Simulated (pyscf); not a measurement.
# Hydrogen abstraction: F–CH•–F (SMILES F[CH]F) + SiH₄ (SMILES [SiH4]) → F–CH₂–F (SMILES FCF) + SiH₃• (SMILES [SiH3])

Gas phase, doublet surface, charge 0. Bonds broken: Si5–H6. Bonds formed: C2–H6. Optimised with ωB97X-D3(BJ)/def2-SVP in PySCF.

Transition state (Å):

```xyz
9

F      1.8537     0.2695     0.3903
C      0.8527     0.9214    -0.2009
F      0.7145     2.1413     0.3191
H      0.9574     0.9434    -1.2996
Si    -1.6688    -0.4933     1.0468
H     -0.4095     0.1822     0.2326
H     -1.9593    -1.8553     0.5091
H     -1.2903    -0.5909     2.4864
H     -2.8756     0.3727     0.9017
```

One imaginary mode, 1263i cm⁻¹; descent along it reached the two sides named.

```csv
bond,change,reactant side (Å),saddle,product side
Si5–H6,breaks,1.490,1.645,3.6
C2–H6,forms,3.3,1.526,1.104
```

Electronic energies relative to the separated reactants (kJ/mol):

| level | barrier | reaction energy | reverse barrier |
|---|---|---|---|
| ωB97X-D3(BJ)/def2-TZVP | 35.7 | -39.2 | 74.9 |
| PBE/def2-TZVP | 12.8 | -47.5 | 60.4 |
| r²SCAN/def2-TZVP | 24.1 | -42.8 | 66.9 |
| B3LYP-D3(BJ)/def2-TZVP | 27.3 | -42.3 | 69.7 |
| PBE0-D3(BJ)/def2-TZVP | 22.9 | -48.5 | 71.4 |
| M06-2X/def2-TZVP | 36.0 | -55.7 | 91.6 |
| ωB97M-D3(BJ)/def2-TZVP | 38.1 | -43.8 | 81.8 |
| HF/def2-TZVP | 93.7 | -33.5 | 127.2 |

With ωB97M-D3(BJ)/def2-TZVP energies and thermal terms (ideal gas, 1 atm, RRHO with modes under 100 cm⁻¹ raised to 100, one conformer, R ln 2 for chiral ones without a mode under 150 cm⁻¹), in kJ/mol:

| T (K) | ΔH‡ | ΔG‡ | ΔH | ΔG |
|---|---|---|---|---|
| 298 | 33.5 | 68.7 | -34.1 | -34.9 |
| 600 | 36.7 | 103.2 | -35.2 | -35.4 |
| 900 | 40.3 | 135.7 | -36.5 | -35.2 |
| 1200 | 43.7 | 167.0 | -37.6 | -34.5 |

This is the saddle that the search found; another between the same sides may lie lower. The angle at the transferred H is 167°.
